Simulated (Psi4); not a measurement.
Psi4 input (wB97X-D/6-311+G**):

```
memory 1500 MB

molecule {
0 1
N     0.00263079    0.00150205    0.36900491
C     0.00339631    1.38522928   -0.06543536
C     1.19749666   -0.69632477   -0.06547556
C    -1.20217131   -0.68963439   -0.04839455
H    -0.00415039    1.48850833   -1.16610490
H     0.89147566    1.89250279    0.31476132
H    -0.87633860    1.89743154    0.32734475
H     1.28282323   -0.75494226   -1.16614821
H     1.19556909   -1.71431502    0.32727501
H     2.08370014   -0.18578123    0.31472119
H    -1.30348316   -0.74773152   -1.14773870
H    -2.08001233   -0.17417261    0.34435879
H    -1.20032911   -1.70763515    0.34432918
symmetry c1
no_reorient
no_com
}

set {
  basis 6-311+G**
  reference rks
  scf_type df
  df_basis_scf def2-universal-jkfit
  dft_radial_points 99
  dft_spherical_points 590
  e_convergence 1e-8
  d_convergence 1e-7
  maxiter 150
}

e = energy('wb97x-d')
print_out(f'\nFINAL {e:.10f} DIPOLE {variable("CURRENT DIPOLE")[0]:.6f} {variable("CURRENT DIPOLE")[1]:.6f} {variable("CURRENT DIPOLE")[2]:.6f}\n')
```

Predict the final energy.

-174.46701 Eh.
